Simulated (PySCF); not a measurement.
Calculation: PBE0-D4/def2-TZVP run with PySCF 2.14.0. Gas-phase values, no solvent. One relaxed conformer stands for a flexible species; it need not be the lowest. 

Reference species (SMILES): `[OH]` (neutral, multiplicity 2).

```json
{
  "highest_occupied_spin_orbital": "-9.09 eV"
}
```

Changed species: `O[SiH2][S]` (H–O–Si–S torsion 49°) (radical fragment; the reference has radical fragment).

### Question
What does the change do to the highest occupied spin orbital?

### Answer
the highest occupied spin orbital increases by 1.49 eV, to -7.60 eV.
